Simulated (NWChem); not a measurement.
System: formaldehyde (CH2O); SMILES C=O

The following NWChem deck was run.

```
start job
memory heap 200 mb stack 900 mb global 1100 mb
geometry units angstroms
  C      0.000000     0.000000     0.526296
  O      0.000000     0.000000    -0.680091
  H      0.000000    -0.937942     1.121227
  H      0.000000     0.937942     1.121227
end
basis spherical
  C library def2-svp
  O library def2-svp
  H library def2-svp
end
dft
  xc hfexch
  iterations 150
end
driver
  maxiter 120
end
task dft optimize
task dft freq
```

The level has its own optimisation; frequencies are unscaled.

**Question.** Predict the main results of this run. (Hartree-Fock/def2-SVP.) Quantities: basis functions; r C–O (Å); r C–H (Å); highest harmonic frequency (cm⁻¹); lowest (cm⁻¹); zero-point energy (kcal/mol); dipole (D).

**Answer.** 
- number of basis functions: 38
- r C–O (Å): 1.178
- r C–H (Å): 1.102
- highest harmonic frequency (cm⁻¹): 3196
- lowest (cm⁻¹): 1332
- zero-point energy (kcal/mol): 18.2
- dipole (D): 2.64
